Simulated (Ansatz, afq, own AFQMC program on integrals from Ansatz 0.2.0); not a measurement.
SiNH2, quartet in cc-pVDZ along one coordinate

```
atom    x (Å)    y (Å)    z (Å)
  Si   0.0095  -0.1038   0.6022
   N  -0.0872   0.1443  -1.1807
   H   0.2656   1.1829   1.3191
   H   0.6831  -0.2976  -1.6914
```

The Si1–N2 distance is changed with both sides rigid. Energies in kcal/mol count from this geometry (1.803 Å) at the same level; the start stands on UHF, each point on the determinant named.

Basis cc-pVDZ. Noble-gas cores (and the filled d shells of Ga–Kr and In–Xe) are frozen. Integrals, coupled cluster, full CI and functionals: Ansatz 0.2.0; the random walks run on the same integrals in our own AFQMC program. ph-AFQMC/CISD is guided by a CISD state made of CCSD amplitudes; releasing the constraint for a short imaginary time cuts its bias at the price of noise, slowly where states lie close. ± is one standard error of the sampling.

Cautions, each for one point or more: lower spins were not checked; unrestricted determinant slightly spin contaminated; unrestricted determinant spin contaminated.

```json
{"r(Si1–N2) / Å": "1.625", "det.": "UHF", "T1": "0.023", "weight": "0.90", "⟨S²⟩": "3.76", "PBE0": "12.6", "PBE": "13.8", "CCSD(T)": "14.3"}
{"r(Si1–N2) / Å": "2.005", "det.": "UHF", "T1": "0.024", "weight": "0.88", "⟨S²⟩": "3.79", "PBE0": "4.1", "PBE": "2.5", "CCSD(T)": "2.7"}
{"r(Si1–N2) / Å": "2.478", "det.": "UHF", "T1": "0.031", "weight": "0.86", "⟨S²⟩": "3.89", "PBE0": "27.3", "PBE": "25.1", "CCSD(T)": "22.0"}
{"r(Si1–N2) / Å": "3.272", "det.": "UHF", "T1": "0.019", "weight": "0.88", "⟨S²⟩": "3.80", "PBE0": "40.2", "PBE": "43.3", "CCSD(T)": "28.4"}
{"r(Si1–N2) / Å": "4.947", "det.": "UHF", "T1": "0.014", "weight": "0.89", "⟨S²⟩": "3.78", "PBE0": "43.6", "PBE": "48.1", "CCSD(T)": "30.5"}
```

Task: Estimate the curve of CCSDT(Q), counted from the same start.

Result: 
```tsv
r(Si1–N2) / Å	det.	T1	weight	⟨S²⟩	CCSDT(Q)	ph-AFQMC/CISD	released AFQMC
1.625	UHF	0.023	0.90	3.76	14.3	14.9 ± 0.4	14.6 ± 0.5*
2.005	UHF	0.024	0.88	3.79	2.5	3.6 ± 0.4	3.5 ± 0.5*
2.478	UHF	0.031	0.86	3.89	21.5	22.6 ± 0.6	21.9 ± 0.6*
3.272	UHF	0.019	0.88	3.80	28.7	29.4 ± 0.4	28.7 ± 0.5*
4.947	UHF	0.014	0.89	3.78	30.8	31.7 ± 0.4	31.9 ± 0.5*
```

Weight is that of the determinant in the CISD state; at the start T1 is 0.023 and the weight 0.89, and ⟨S²⟩ is 3.77. An asterisk marks released energies that aren't shown to be converged. Symmetry can't show for every point that it stays on the start's state. Largest departures from CCSDT(Q), at the points where its series has closed: CCSD(T) 0.6 kcal/mol at 2.478 (on UHF), ph-AFQMC/CISD 1.2 kcal/mol at 2.478 (on UHF) (within the noise). The functionals aren't scored here. In this small basis the wave-function levels are far from their limit, so their gap to the functionals isn't the functionals' error.
